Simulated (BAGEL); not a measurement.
# SiH2S (SMILES [SiH]S) at B3LYP/def2-TZVP (density fitting with qzvpp-jkfit)

What is the energy change on altering one bond length of SiH2S at B3LYP/def2-TZVP (density fitting with qzvpp-jkfit)? 

The calculation is run with BAGEL 1.2.2.

2 further runs of the same task are left out: 2 set aside as unsound or not needed.

## Step 1: The molecule

SiH2S has 4 atoms, charge 0, and is taken as a singlet. SMILES: `[SiH]S`. The coordinates come from a PBE0-D4/def2-TZVP relaxation.

Bond lengths: Si1–S2 2.115 Å, Si1–H3 1.525 Å, S2–H4 1.346 Å. Angles: Si1–S2–H4 97.5°, S2–Si1–H3 89.3°.

## Step 2: A single-point energy at B3LYP/def2-TZVP (density fitting with qzvpp-jkfit)

The input, dft.json:

```json
{ "bagel": [

{
  "title": "molecule",
  "basis": "def2-tzvp.json",
  "df_basis": "qzvpp-jkfit",
  "angstrom": "true",
  "geometry": [
    { "atom": "Si", "xyz": [      -0.262800,      -1.074400,       0.161100 ] },
    { "atom": "S", "xyz": [       0.190500,       0.958800,      -0.206600 ] },
    { "atom": "H", "xyz": [       1.017500,      -1.190800,       0.981400 ] },
    { "atom": "H", "xyz": [      -0.889700,       1.246000,      -0.956200 ] }
  ]
},

{
  "title": "ks",
  "xc_func": "b3lyp"
},

{
  "title": "print",
  "file": "orbitals.molden",
  "orbitals": "true"
}

]}
```

The basis set def2-TZVP is read from a file made from the Basis Set Exchange's data (not shown).

Run with:

```sh
BAGEL_NUM_THREADS=1 BAGEL dft.json > dft.out
```

The program printed:

```text
* using 1 threads per process

  ===============================================================
  ===============================================================

  *** Geometry ***

  { "atom" : "Si", "xyz" : [     -0.496620,     -2.030322,      0.304435 ] },
  { "atom" : "S", "xyz" : [      0.359993,      1.811869,     -0.390417 ] },
  { "atom" : "H", "xyz" : [      1.922796,     -2.250286,      1.854577 ] },
  { "atom" : "H", "xyz" : [     -1.681289,      2.354599,     -1.806956 ] },

  Number of auxiliary basis functions:      292

  Since a DF basis is specified, we compute 2- and 3-index integrals:
    o Being stored without compression. Storage requirement is 0.017 GB

  Number of basis functions:       86
  Number of electrons      :       32

    * METHOD: MOLECULE                             0.08

  *** Kohn-Sham DFT ***

    * Removing 5285 points whose weight is below 1.00e-10
    * Grid points: 54339

  === Nuclear Repulsion ===
    73.3930779373

       - DIIS with orbital gradients will be used.

  === KS iteration (b3lyp / def2-tzvp.json) ===
      0       -621.01356578          0.24637072           0.15
      1       -582.15238634          0.50421340           0.15
      2       -642.50878374          0.21471289           0.15
      3       -671.99451508          0.17425771           0.15
      4       -683.73413699          0.08582187           0.15
      5       -679.09602292          0.10763950           0.15
      6       -687.90211536          0.05237085           0.15
      7       -688.62181879          0.02755123           0.15
      8       -688.86558246          0.01404021           0.15
      9       -688.92148189          0.00383729           0.14
     10       -688.92758698          0.00103149           0.14
     11       -688.92794480          0.00018451           0.15
     12       -688.92795386          0.00005851           0.15
     13       -688.92795500          0.00000625           0.15
     14       -688.92795502          0.00000160           0.15
     15       -688.92795502          0.00000080           0.15
     16       -688.92795502          0.00000030           0.15
     17       -688.92795502          0.00000015           0.15
     18       -688.92795502          0.00000004           0.15
     19       -688.92795502          0.00000001           0.15
    * SCF iteration converged.

    * Permanent dipole moment:
           (    0.239238,    -0.015724,     0.151044) a.u.

    * METHOD: KS                                   3.17

    * METHOD: PRINT                                0.01

  ===============================================================
```

It took 3.6 s on 1 thread of Arm Neoverse V2, shared host; peak memory 0.23 GiB.

## Step 3: The distorted shape, same level

The input, job.json:

```json
{ "bagel": [

{
  "title": "molecule",
  "basis": "def2-tzvp.json",
  "df_basis": "qzvpp-jkfit",
  "angstrom": true,
  "geometry": [
    { "atom": "Si", "xyz": [   -0.330791,   -1.379361,    0.216252 ] },
    { "atom": "S", "xyz": [    0.190500,    0.958800,   -0.206600 ] },
    { "atom": "H", "xyz": [    0.949509,   -1.495761,    1.036552 ] },
    { "atom": "H", "xyz": [   -0.889700,    1.246000,   -0.956200 ] }
  ]
},
{ "title": "ks", "xc_func": "b3lyp" },
{ "title": "print", "file": "orbitals.molden", "orbitals": true }

]}
```

The basis set def2-TZVP is read from a file made from the Basis Set Exchange's data (not shown).

Run with:

```sh
BAGEL_NUM_THREADS=1 BAGEL job.json > job.out
```

The program printed:

```text
* using 1 threads per process

  ===============================================================
  ===============================================================

  *** Geometry ***

  { "atom" : "Si", "xyz" : [     -0.625104,     -2.606615,      0.408657 ] },
  { "atom" : "S", "xyz" : [      0.359993,      1.811869,     -0.390417 ] },
  { "atom" : "H", "xyz" : [      1.794312,     -2.826579,      1.958799 ] },
  { "atom" : "H", "xyz" : [     -1.681289,      2.354599,     -1.806956 ] },

  Number of auxiliary basis functions:      292

  Since a DF basis is specified, we compute 2- and 3-index integrals:
    o Being stored without compression. Storage requirement is 0.017 GB

  Number of basis functions:       86
  Number of electrons      :       32

    * METHOD: MOLECULE                             0.07

  *** Kohn-Sham DFT ***

    * Removing 4969 points whose weight is below 1.00e-10
    * Grid points: 54655

  === Nuclear Repulsion ===
    65.5102136029

       - DIIS with orbital gradients will be used.

  === KS iteration (b3lyp / def2-tzvp.json) ===
      0       -620.38669172          0.24062060           0.15
      1       -582.66220987          0.49260803           0.15
      2       -641.62895132          0.20935592           0.15
      3       -670.87325815          0.16446844           0.15
      4       -682.98969095          0.07931803           0.15
      5       -676.84569176          0.10870286           0.15
      6       -685.53117450          0.08503037           0.15
      7       -687.31127235          0.05595025           0.15
      8       -688.61952338          0.02757256           0.15
      9       -688.79226180          0.01656955           0.15
     10       -688.90744818          0.00351802           0.15
     11       -688.91194135          0.00096644           0.15
     12       -688.91223302          0.00019303           0.15
     13       -688.91224863          0.00002406           0.15
     14       -688.91224897          0.00000889           0.15
     15       -688.91224901          0.00000374           0.15
     16       -688.91224902          0.00000180           0.15
     17       -688.91224902          0.00000037           0.15
     18       -688.91224902          0.00000017           0.15
     19       -688.91224902          0.00000007           0.15
     20       -688.91224902          0.00000001           0.15
     21       -688.91224902          0.00000000           0.15
    * SCF iteration converged.

    * Permanent dipole moment:
           (    0.319528,     0.476899,     0.043832) a.u.

    * METHOD: KS                                   3.43

    * METHOD: PRINT                                0.01

  ===============================================================
```

Wall time 3.9 s (1 thread of Arm Neoverse V2, shared host); peak memory 0.23 GiB.

## Step 4: Outcome

Level: B3LYP/def2-TZVP (density fitting with qzvpp-jkfit).

| quantity | value |
| --- | --- |
| first shape: total energy | -688.92796 Eh |
| first shape: dipole moment | 0.72 D |
| first shape: HOMO energy | -6.69 eV |
| first shape: LUMO energy | -2.65 eV |
| first shape: HOMO–LUMO gap | 4.04 eV |
| distorted shape: total energy | -688.91225 Eh |
| distorted shape: dipole moment | 1.46 D |
| distorted shape: HOMO energy | -7.04 eV |
| distorted shape: LUMO energy | -3.19 eV |
| distorted shape: HOMO–LUMO gap | 3.85 eV |
| energy change with the Si1–S2 bond stretched from 2.115 to 2.433 Å | 0.427 eV |

What this shows: With the Si1–S2 bond stretched from 2.115 to 2.433 Å the energy rises by 0.43 eV (9.9 kcal/mol). The first shape isn't relaxed at this level, so the change isn't measured from a minimum.
